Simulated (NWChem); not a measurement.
All runs are NWChem calculations. System: hydrogen peroxide (H2O2), charge 0, spin multiplicity 1, at a geometry optimised with PBE0/def2-SVP. Level: CCSD(T)/def2-TZVP, 2 core orbitals frozen.

Input file:

```
start mol
memory heap 100 mb stack 700 mb global 1900 mb
geometry units angstroms nocenter noautoz
  O     -0.294240     0.645331    -0.054706
  O      0.294240    -0.645331    -0.054706
  H      0.367293     1.150276     0.437648
  H     -0.367293    -1.150276     0.437648
  symmetry group C2
end
basis spherical
  * library def2-tzvp
end
scf
  rhf
  nopen 0
  maxiter 100
  thresh 1e-7
  semidirect memsize 60000000 filesize 0
end
tce
  freeze core 2
  ccsd(t)
  2eorb
  2emet 13
  thresh 1e-6
  maxiter 100
  tilesize 24
end
task tce energy
```

Output (cleaned and shortened):

```
             Northwest Computational Chemistry Package (NWChem) 7.3.0
             --------------------------------------------------------

                                NWChem Input Module
                                -------------------

 Scaling coordinates for geometry "geometry" by  1.889725989
 (inverse scale =  0.529177249)

 Turning off AUTOSYM since
 SYMMETRY directive was detected!

                             Geometry "geometry" -> ""
                             -------------------------

 Output coordinates in angstroms (scale by  1.889725989 to convert to a.u.)

  No.       Tag          Charge          X              Y              Z
 ---- ---------------- ---------- -------------- -------------- --------------
    1 O                    8.0000    -0.29424000     0.64533100    -0.05470600
    2 O                    8.0000     0.29424000    -0.64533100    -0.05470600
    3 H                    1.0000     0.36729300     1.15027600     0.43764800
    4 H                    1.0000    -0.36729300    -1.15027600     0.43764800

 Effective nuclear repulsion energy (a.u.)      37.3948476217

            Nuclear Dipole moment (a.u.)
            ----------------------------
        X                 Y               Z
 ---------------- ---------------- ----------------
     0.0000000000     0.0000000000     0.0000000000

      Symmetry information
      --------------------

 Group name             C2
 Group number              4
 Group order               2
 No. of unique centers     2

      Symmetry unique atoms

     1    3


 Summary of "ao basis" -> "" (spherical)
 ------------------------------------------------------------------------------
       Tag                 Description            Shells   Functions and Types
 ---------------- ------------------------------  ------  ---------------------
 *                         def2-tzvp                  on all atoms

 Summary of "ao basis" -> "ao basis" (spherical)
 ------------------------------------------------------------------------------
       Tag                 Description            Shells   Functions and Types
 ---------------- ------------------------------  ------  ---------------------
 O                         def2-tzvp                11       31   5s3p2d1f
 H                         def2-tzvp                 4        6   3s1p

                                 NWChem SCF Module
                                 -----------------

  ao basis        = "ao basis"
  functions       =    74
  atoms           =     4
  closed shells   =     9
  open shells     =     0
  charge          =   0.00
  wavefunction    = RHF
  use symmetry    = T
  symmetry adapt  = T

 Summary of "ao basis" -> "ao basis" (spherical)
 ------------------------------------------------------------------------------
       Tag                 Description            Shells   Functions and Types
 ---------------- ------------------------------  ------  ---------------------
 O                         def2-tzvp                11       31   5s3p2d1f
 H                         def2-tzvp                 4        6   3s1p

      Symmetry analysis of basis
      --------------------------

        a          37
        b          37

 Forming initial guess at       0.1s

      Superposition of Atomic Density Guess
      -------------------------------------

 Sum of atomic energies:        -150.56823290

      Non-variational initial energy
      ------------------------------

 Total energy =    -150.808485
[...]
    13      1.109499  1 O  py                44      1.109499  2 O  py
     5     -0.734025  1 O  s                 36      0.734025  2 O  s
    65     -0.724397  3 H  s                 71      0.724397  4 H  s
    12     -0.364912  1 O  px                43     -0.364912  2 O  px
     7      0.292411  1 O  py                38      0.292411  2 O  py

 center of mass
 --------------
 x =   0.00000000 y =   0.00000000 z =  -0.04822971

 moments of inertia (a.u.)
 ------------------
          58.739939312058          18.650628297853           0.000000000000
          18.650628297853          12.502881906606           0.000000000000
           0.000000000000           0.000000000000          67.959897845836

  Mulliken analysis of the total density
  --------------------------------------

    Atom       Charge   Shell Charges
 -----------   ------   -------------------------------------------------------
    1 O    8     8.35   0.79  1.18  0.59  0.96  0.32  1.79  1.95  0.72  0.00  0.04  0.00
    2 O    8     8.35   0.79  1.18  0.59  0.96  0.32  1.79  1.95  0.72  0.00  0.04  0.00
    3 H    1     0.65   0.25  0.33  0.03  0.04
    4 H    1     0.65   0.25  0.33  0.03  0.04

       Multipole analysis of the density wrt the origin
       ------------------------------------------------

     L   x y z        total         open         nuclear
     -   - - -        -----         ----         -------
     0   0 0 0      0.000000      0.000000     18.000000

     1   1 0 0     -0.000000      0.000000      0.000000
     1   0 1 0     -0.000000      0.000000      0.000000
     1   0 0 1      0.728378      0.000000      0.000000

     2   2 0 0     -8.916401      0.000000      5.910265
     2   1 1 0      2.171968      0.000000     -7.831838
     2   1 0 1      0.000000      0.000000      0.000000
     2   0 2 0     -6.388316      0.000000     33.244835
     2   0 1 1      0.000000      0.000000      0.000000
     2   0 0 2     -8.668338      0.000000      1.538970

                   NWChem Extensible Many-Electron Theory Module
                   ---------------------------------------------


            General Information
            -------------------
      Number of processors :     1
         Wavefunction type : Restricted Hartree-Fock
          No. of electrons :    18
           Alpha electrons :     9
            Beta electrons :     9
           No. of orbitals :   148
            Alpha orbitals :    74
             Beta orbitals :    74
        Alpha frozen cores :     2
         Beta frozen cores :     2
     Alpha frozen virtuals :     0
      Beta frozen virtuals :     0
         Spin multiplicity : singlet
    Number of AO functions :    74
       Number of AO shells :    30
        Use of symmetry is : on
      Symmetry adaption is : on
         Schwarz screening : 0.10D-09

          Correlation Information
          -----------------------
          Calculation type : Coupled-cluster singles & doubles w/ perturbation
   Perturbative correction : (T)
            Max iterations :      100
        Residual threshold : 0.10D-05
     T(0) DIIS level shift : 0.00D+00
     L(0) DIIS level shift : 0.00D+00
     T(1) DIIS level shift : 0.00D+00
     L(1) DIIS level shift : 0.00D+00
     T(R) DIIS level shift : 0.00D+00
     T(I) DIIS level shift : 0.00D+00
   CC-T/L Amplitude update :  5-th order DIIS
                I/O scheme : Global Array Library
        L-threshold :  0.10D-05
        EOM-threshold :  0.10D-05
 no EOMCCSD initial starts read in
 TCE RESTART OPTIONS
 SLICE:      F
 D4D5:       F
 quantumc:   F
 qrotation:  F
 pwtce:      F
 qducc:      F
 nacto:                         0
 nrotv:                         0
 nrot:                          0

            Memory Information
            ------------------
          Available GA space size is     249031324 doubles
          Available MA space size is     104853756 doubles

 Maximum block size supplied by input
 Maximum block size        24 doubles

 tile_dim =     17

 -------------------------------------------------

 Global array virtual files algorithm will be used

 Parallel file system coherency ......... OK

 4-electron integrals stored in orbital form

 v2    file size   =          2889890
 4-index algorithm nr.  13 is used
 imaxsize =       30
 imaxsize ichop =        0


CCSD iterations
 ---------------------------------------------------------
 Iter          Residuum       Correlation     Cpu    Wall
 ---------------------------------------------------------
    1   0.1924968989991  -0.4856842104518     0.3     0.3
    2   0.0456474123416  -0.4842112915129     0.3     0.3
    3   0.0160429754734  -0.4930312212783     0.3     0.3
    4   0.0069263400748  -0.4935743891925     0.3     0.3
    5   0.0031080589870  -0.4942926576600     0.3     0.3
    6   0.0008129458280  -0.4945737502742     0.3     0.3
    7   0.0004441402693  -0.4946279468798     0.3     0.3
    8   0.0002250507591  -0.4946284344442     0.3     0.3
    9   0.0001464649227  -0.4946299517735     0.4     0.4
   10   0.0000898816941  -0.4946319173744     0.3     0.3
   11   0.0000238649258  -0.4946346622207     0.3     0.3
   12   0.0000145339547  -0.4946347974908     0.3     0.3
   13   0.0000102267673  -0.4946348074420     0.3     0.3
   14   0.0000074157667  -0.4946347486837     0.3     0.3
   15   0.0000054334006  -0.4946347191853     0.3     0.3
   16   0.0000007751292  -0.4946346045835     0.3     0.3
 -----------------------------------------------------------------
 Iterations converged
 CCSD correlation energy / hartree =        -0.494634604583511
 CCSD total energy / hartree       =      -151.337357190339816

 Singles contributions

 Doubles contributions
 CCSD(T)
 Using plain CCSD(T) code
             total no. of tasks          160
 total no. of tasks / no. procs          160
                         wl_min       110592           6.9
                         wl_max       295936           8.2
        thresh for no. of tasks          160

 CCSD[T]  correction energy / hartree =        -0.017715911937718
 CCSD[T] correlation energy / hartree =        -0.512350516521229
 CCSD[T] total energy / hartree       =      -151.355073102277544
 CCSD(T)  correction energy / hartree =        -0.017122985362220
 CCSD(T) correlation energy / hartree =        -0.511757589945731
 CCSD(T) total energy / hartree       =      -151.354480175702037

 Task  times  cpu:       15.8s     wall:       15.8s

 Total times  cpu:       15.8s     wall:       15.8s
```
